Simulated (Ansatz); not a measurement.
Mulliken charges of ClH$_{2}$MgN (`[NH2][Mg][Cl]`) from B3LYP/def2-TZVPP in Ansatz (PBE0-D4/def2-TZVP geometry).

| atom | x (Å) | y (Å) | z (Å) | charge (e) |
| --- | --- | --- | --- | --- |
| N1 | -0.618 | 0.545 | -0.445 | -0.642 |
| Mg2 | 0.625 | -0.562 | 0.418 | 0.812 |
| Cl3 | 2.072 | -1.851 | 1.423 | -0.442 |
| H4 | -0.788 | 1.519 | -0.248 | 0.136 |
| H5 | -1.242 | 0.275 | -1.190 | 0.136 |

**Question.** By hand: the dipole of these point charges (1 e Å = 4.8032 D).

**Answer.** Σ q r = (-0.288, 0.256, -0.199) e Å, of length 0.434 e Å = 2.08 D.

**Question.** How does the dipole of the full density compare? (Estimate.)

**Answer.** Computed: (-0.312, 0.277, -0.216) e Å, 2.26 D; the point charges give 0.92 times that, at 0° from its direction.

Point charges leave out the atoms' own dipoles, such as those of lone pairs, and Mulliken's split depends on the basis, so the close match here is no proof of good charges.

B3LYP here is the variant with VWN-RPA as its local correlation; programs differ in this.
